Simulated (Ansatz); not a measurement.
Born–Oppenheimer molecular dynamics of H$_{7}$Si$_{2}$ (9 atoms, charge 0, multiplicity 2). It starts at the highest image of a converged band. Of that band: A vibrational analysis at the climbing image gives one clearly imaginary mode, 700i cm⁻¹, and a faint second one (25i cm⁻¹) that may be numerical noise or a soft torsion: probably a first-order saddle point.

Theory: Ansatz, UKS PBE/def2-SVP.

```json
{
 "ensemble": "NVE (velocity Verlet)",
 "time step": "0.5 fs",
 "steps asked": "200",
 "starting velocities drawn for": "300 K",
 "seed": "6022"
}
```

First frame:

```xyz
9
Properties=species:S:1:pos:R:3
Si 0.000 0.000 -0.048
H 0.000 0.000 1.732
H 1.425 0.000 -0.534
H -0.712 1.234 -0.534
H -0.712 -1.234 -0.534
Si 0.000 0.000 3.514
H -0.770 -1.199 4.000
H 1.423 -0.067 4.000
H -0.653 1.266 4.000
```

Task: What does the run give?

Result: All steps were run.

```yaml
steps_done: 200
time_covered: 100 fs
mean_temperature_over_the_second_half: 321 K
spread_of_the_potential_energy_over_the_second_half: 3.6 meV per atom
mean_potential_energy_of_the_second_half_above_the_start: -2.1 meV per atom
```

The conserved energy stayed within 0.11 meV per atom of its start (net change 0.059 meV per atom), so the integration is sound. A run of 0.1 ps of so small a system gives no equilibrium averages.

Task: What happens to the structure?

Result: Between its relaxed ends the band would form H2–Si6 and break Si1–H2. These pairs go: H2–Si6 1.78 → 3.61 Å, Si1–H2 1.78 → 1.44 Å. In the last frame they stand as before the step (other bonds may differ from the relaxed reactants and products). It ends as H3Si + H4Si. Pairs count as bonded within 1.25 times the sum of covalent radii (0.12 Å more for H–H). Another seed would give other details.

Task: How do temperature and energy run in time?

Result: 
| time (fs) | T (K) | potential energy less start (eV) | conserved less start (meV/atom) |
| --- | --- | --- | --- |
| 0 | 300 | 0.000 | 0.00 |
| 5 | 161 | 0.127 | 0.08 |
| 10 | 124 | 0.160 | 0.08 |
| 15 | 264 | 0.032 | 0.00 |
| 20 | 217 | 0.076 | 0.08 |
| 25 | 205 | 0.087 | 0.05 |
| 30 | 201 | 0.090 | 0.04 |
| 35 | 243 | 0.052 | 0.08 |
| 40 | 313 | -0.012 | 0.02 |
| 45 | 236 | 0.059 | 0.06 |
| 50 | 253 | 0.044 | 0.07 |
| 55 | 349 | -0.044 | 0.04 |
| 60 | 312 | -0.010 | 0.05 |
| 65 | 253 | 0.043 | 0.08 |
| 70 | 332 | -0.028 | 0.05 |
| 75 | 373 | -0.066 | 0.05 |
| 80 | 291 | 0.009 | 0.07 |
| 85 | 286 | 0.013 | 0.06 |
| 90 | 369 | -0.062 | 0.05 |
| 95 | 341 | -0.036 | 0.06 |
| 100 | 280 | 0.019 | 0.06 |

The run took 4.1 min on 2 threads of Arm Neoverse V2 (shared host), peak memory 0.12 GiB.
